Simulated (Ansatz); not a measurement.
# BSiHO (triplet): the correlation ladder, def2-TZVPP

One table from this session's results is given with a row withheld; the runs are named, their logs left out.

Method: def2-TZVPP, core rule «outside noble gas», up to 7 orbitals frozen; program: Ansatz 0.2.0, Gaussian basis.

Plan: UHF; ROHF; CCSD(T) on UHF.

2 further runs of the same task are left out: 2 set aside as unsound or not needed.

## The geometry

The geometry is a PBE0/def2-TZVP stationary point (not a proven minimum) of the parent state, kept for this charge and spin.

4 atoms, charge 0, spin multiplicity 3.

Atoms are counted from 1 here; the program's logs count them from 0.

Bond lengths: B1–Si2 2.026 Å, B1–H4 1.203 Å, Si2–O3 1.518 Å. Angles: Si2–B1–H4 119.5°, B1–Si2–O3 139.0°.

As a file:

```
B     0.0000   -0.4092    1.8898
Si    0.0000    0.2878   -0.0128
O     0.0000   -0.2521   -1.4313
H     0.0000    0.3706    2.8062
```

The first run:

in.yaml reads:

```yaml
crystal:
  periodic: [false, false, false]
  atoms:
    - {symbol: B, position_ang: [0.000000, -0.409239, 1.889811]}
    - {symbol: Si, position_ang: [0.000000, 0.287819, -0.012810]}
    - {symbol: O, position_ang: [0.000000, -0.252059, -1.431271]}
    - {symbol: H, position_ang: [0.000000, 0.370590, 2.806241]}
basis:
  gaussian: {orbitals: def2-TZVPP}
magnetization: {spin_polarized: true, initial_magnetization: 2}
hamiltonian: {xc: hf}
output: {orbitals: {seedname: orbitals}}
```

Started as:

```bash
ansatz run in.yaml --threads 1 --pin off --events-out ev --progress --plain --max-ram 4096MiB --backend cpu
```

Among the steps run: UHF; ROHF; CCSD(T) on UHF.

One table of the session follows, with a row left open; its other results are not shown here.

It belongs to the step «Misses and costs». 

```
  method  from UCCSD(T) (kJ/mol)
    ROHF                       ?
     UHF                 +1176.6
    UMP2                  +107.5
   UCCSD                   +60.3
UCCSD(T)                       0
```

Estimate the missing values for ROHF.

The run gave: from UCCSD(T) (kJ/mol): +1197.4. In the column «from UCCSD(T) (kJ/mol)» it is the highest.
